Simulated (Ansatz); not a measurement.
Input file:

```yaml
crystal:
  periodic: [false, false, false]
  atoms:
    - {symbol: Al, position_ang: [-0.016940, -0.123901, 1.672180]}
    - {symbol: O, position_ang: [-0.017773, 0.026186, -0.022024]}
    - {symbol: Al, position_ang: [0.030191, 0.062542, -1.752281]}
    - {symbol: H, position_ang: [-0.072586, 1.226851, 2.493815]}
basis:
  gaussian: {orbitals: cc-pVDZ}
magnetization: {spin_polarized: true, initial_magnetization: 3}
hamiltonian: {xc: {name: PBE}}
output: {orbitals: {seedname: orbitals}}
```

```sh
$ ansatz run in.yaml --threads 1 --pin off --events-out ev --progress --plain --max-ram 2393MiB
```

Problem. Roughly how long does this take on 1 thread of Arm Neoverse V2, shared host, and how much host memory?

Solution. 4.6 s wall and 0.12 GiB.

```
699 factors; their error is unknown
mean field evaluation 1: about -15232.0503 eV, gradient 4.9e1 eV
mean field evaluation 2: about -15041.5566 eV, gradient 1.5e2 eV
mean field evaluation 4: about -15244.4029 eV, gradient 1.2e1 eV
mean field evaluation 8: about -15245.4484 eV, gradient 1.5e-1 eV
mean field evaluation 16: about -15245.4027 eV, gradient 7.8e-5 eV
mean field evaluation 32: about -15245.3261 eV, gradient 1.1e0 eV
mean field -15245.40267232 eV, -560.2582145027 hartree, gradient 3.6e-6 eV, S^2 3.754438; 6 other end points of the search recorded, 0 dependent functions left out
reference -15245.40270846 eV, -560.2582158309 hartree; 19, 16 occupied and 36, 39 virtual orbitals, 699 factors
Total energy: -15245.40270846 eV, -560.2582158309 hartree
```
